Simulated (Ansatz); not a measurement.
## Molecular dynamics of CH5Al

Input file:

```yaml
crystal:
  periodic: [false, false, false]
  atoms:
    - { symbol: Al, position_ang: [0.430549, -0.031876, -0.544301] }
    - { symbol: C, position_ang: [1.157705, -0.030981, 1.640691] }
    - { symbol: H, position_ang: [0.394309, -0.656552, 2.133725] }
    - { symbol: H, position_ang: [2.160146, -0.347017, 1.965084] }
    - { symbol: H, position_ang: [1.010317, 1.033743, 1.894609] }
    - { symbol: H, position_ang: [1.852802, -0.451544, 0.033832] }
    - { symbol: H, position_ang: [-0.986026, 0.484228, -0.007642] }
basis:
  gaussian: { orbitals: "6-31G*" }
hamiltonian:
  xc: pbe
  dispersion: d4
md:
  timestep: 0.5
  n_steps: 200
  ensemble: nve
  temperature: 300.0
  initial_velocities: maxwell_boltzmann
  seed: 2721
```

Command:

```bash
$ ansatz run input.yaml --threads 1 --pin off --max-ram 2048MiB --backend cpu --events-out ev --progress --plain --runs-dir out
```

It starts at the highest image of a converged band. Of that band: Neighbouring images differ by up to 2.1 eV, so the band resolves the path poorly. A vibrational analysis at the climbing image gives one clearly imaginary mode, 1100i cm⁻¹: a first-order saddle point.

Output, in part (step lines, the closing report, with atoms numbered from 0):

```
md step     0: t =     0.00 fs  T =   300.0 K  F+E_penalty+E_count = -7706.14622262 eV  E_kin = 0.193890 eV  conserved = -7705.95233262 eV  (24 SCF iters)
md step     1: t =     0.50 fs  T =   292.6 K  F+E_penalty+E_count = -7706.14138817 eV  E_kin = 0.189116 eV  conserved = -7705.95227249 eV  (25 SCF iters)
md step     2: t =     1.00 fs  T =   273.0 K  F+E_penalty+E_count = -7706.12842374 eV  E_kin = 0.176413 eV  conserved = -7705.95201090 eV  (25 SCF iters)
md step     3: t =     1.50 fs  T =   247.5 K  F+E_penalty+E_count = -7706.11157244 eV  E_kin = 0.159950 eV  conserved = -7705.95162196 eV  (25 SCF iters)
md step     4: t =     2.00 fs  T =   225.5 K  F+E_penalty+E_count = -7706.09696512 eV  E_kin = 0.145710 eV  conserved = -7705.95125479 eV  (26 SCF iters)
md step     5: t =     2.50 fs  T =   215.5 K  F+E_penalty+E_count = -7706.09031945 eV  E_kin = 0.139251 eV  conserved = -7705.95106880 eV  (25 SCF iters)
md step     6: t =     3.00 fs  T =   221.9 K  F+E_penalty+E_count = -7706.09452995 eV  E_kin = 0.143387 eV  conserved = -7705.95114317 eV  (25 SCF iters)
md step     7: t =     3.50 fs  T =   243.0 K  F+E_penalty+E_count = -7706.10847972 eV  E_kin = 0.157052 eV  conserved = -7705.95142755 eV  (25 SCF iters)
[... lines left out ...]
Total energy: -7707.66414622 eV, -283.2514329313 hartree
Atom 0 at     0.457810    -0.056826    -0.402239 Å, force     1.270811    -0.419096     1.518678 eV/Å
Atom 1 at     1.091258     0.009219     1.450646 Å, force    -0.953169     1.069061     1.388882 eV/Å
Atom 2 at     0.484566    -0.526174     2.231581 Å, force     0.250272     0.241661    -0.315531 eV/Å
Atom 3 at     2.161955    -0.249130     1.622100 Å, force    -0.440185     0.264267    -0.147231 eV/Å
Atom 4 at     0.892136     1.125337     1.708956 Å, force     0.553217    -1.128251     0.011162 eV/Å
Atom 5 at     1.995550    -0.651431    -0.695033 Å, force    -0.820274     0.146746    -1.611573 eV/Å
Atom 6 at    -1.040598     0.553098    -0.386121 Å, force     0.139328    -0.174388    -0.844386 eV/Å
Dipole moment:    -0.145021     0.015203    -0.195813 e Å
```

The steps, from the saved trajectory:

```
time (fs)  T (K)  potential energy less start (eV)  conserved less start (meV/atom)
      0.0    300                             0.000                             0.00
      3.0    222                             0.052                             0.17
      6.0    348                            -0.031                             0.08
      9.0    612                            -0.200                             0.19
     12.0   1389                            -0.703                             0.14
     15.0   2644                            -1.515                            -0.07
     18.0   3560                            -2.108                            -0.16
     21.0   3636                            -2.157                            -0.17
     24.0   3016                            -1.756                            -0.03
     27.0   2218                            -1.241                            -0.18
     30.0   1131                            -0.536                             0.11
     33.0    873                            -0.370                             0.04
     36.0   1736                            -0.927                             0.16
     39.0   3543                            -2.100                            -0.57
     42.0   3470                            -2.050                            -0.18
     45.0   2502                            -1.423                            -0.04
     48.0   1719                            -0.916                             0.10
     51.0   1609                            -0.846                            -0.03
     54.0   1582                            -0.830                            -0.14
     57.0   1180                            -0.570                            -0.25
     60.0   1678                            -0.892                            -0.22
     63.0   2681                            -1.541                            -0.29
     66.0   2406                            -1.361                            -0.01
     69.0   2333                            -1.313                             0.10
     72.0   2903                            -1.683                            -0.09
     75.0   3241                            -1.903                            -0.32
     78.0   2052                            -1.136                            -0.50
     81.0    489                            -0.117                             0.66
     84.0   2241                            -1.258                            -0.60
     87.0   2441                            -1.384                            -0.08
     90.0   2281                            -1.280                             0.02
     93.0   2454                            -1.392                            -0.02
     96.0   2681                            -1.539                            -0.04
     99.0   2723                            -1.567                            -0.14
```

The run went to its last step. The conserved energy stayed within 0.78 meV per atom of its start (net change -0.35 meV per atom), so the integration is sound. The kinetic energy rose, since the run started high on the potential surface and went downhill. A run of 0.1 ps of so small a system gives no equilibrium averages. The orbitals stay closed-shell, which can raise the energy where a bond breaks towards radicals; this wasn't checked here.

Between its relaxed ends the band would form C2–H6 and break Al1–C2, Al1–H6. These pairs go: C2–H6 1.80 → 2.42 Å, Al1–C2 2.30 → 1.96 Å, Al1–H6 1.59 → 1.67 Å. In the last frame they stand as before the step (other bonds may differ from the relaxed reactants and products). These pairs come and go: their bonding changes 8 times, last at 98 of 100 fs, so the outcome isn't settled. It ends as one piece, CH5Al. Pairs count as bonded within 1.25 times the sum of covalent radii (0.12 Å more for H–H).

Last frame:

```xyz
7
Properties=species:S:1:pos:R:3
Al 0.458 -0.057 -0.402
C 1.091 0.009 1.451
H 0.485 -0.526 2.232
H 2.162 -0.249 1.622
H 0.892 1.125 1.709
H 1.996 -0.651 -0.695
H -1.041 0.553 -0.386
```

Time of the run: 3.6 min on 1 thread of Arm Neoverse V1 (shared host), peak memory 0.085 GiB.
